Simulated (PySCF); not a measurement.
Potential energy curve for SMILES CS. The C1–H6 bond (C1 also carries H, H, S; H6 carries nothing else) is pulled apart rigidly from the PBE0/def2-TZVP optimised geometry.

Computed with: RKS-B3LYP/6-31G* = restricted B3LYP/6-31G*, spherical d (PySCF 2.14.0); RHF/LANL2DZ = restricted Hartree-Fock/LANL2DZ, with its core potentials past Ne (PySCF); UKS-BHandHLYP = unrestricted BHandHLYP/cc-pVDZ run with PySCF 2.14.0.

Energies are in kcal/mol, each relative to the lowest point of its own curve near equilibrium.

```
R / Å  RKS-B3LYP/6-31G*  RHF/LANL2DZ  UKS-BHandHLYP
-----  ----------------  -----------  -------------
0.87               30.8         29.1           31.4
0.92               16.6         15.0           16.8
0.98                6.2            ?            6.2
1.03                1.7          1.1            1.7
1.06                0.4          0.1            0.4
1.09                0.0          0.0            0.0
1.13                0.5          1.0            0.6
1.15                1.1          1.9            1.3
1.21                4.2            ?            4.6
1.26                7.9         10.3            8.5
1.34               15.0         18.7           16.1
1.47               28.3         34.3           30.3
1.63               45.1         54.2           48.4
1.81               62.8         75.7           67.6
1.96               75.9         92.2           80.8
2.19               93.2            ?           92.8
2.38              104.8            ?           98.3
2.64              117.7        149.6          102.3
2.92              128.2            ?          104.4
3.24              137.2        181.2              ?
3.80              147.3        200.8          106.1
```

Problem. Some entries are withheld; supply them.

Solution. 
- 0.98, RHF/LANL2DZ: 5.1
- 1.21, RHF/LANL2DZ: 5.9
- 2.19, RHF/LANL2DZ: 114.7
- 2.38, RHF/LANL2DZ: 130.9
- 2.92, RHF/LANL2DZ: 166.0
- 3.24, UKS-BHandHLYP: 105.4

The restricted form behind RKS-B3LYP/6-31G*, RHF/LANL2DZ keeps the bonding electrons paired and can't separate into open-shell fragments. The unrestricted determinant behind UKS-BHandHLYP is spin-contaminated at 1.96 to 3.80 Å (<S²> up to 1.0, against 0.00 for a pure singlet).
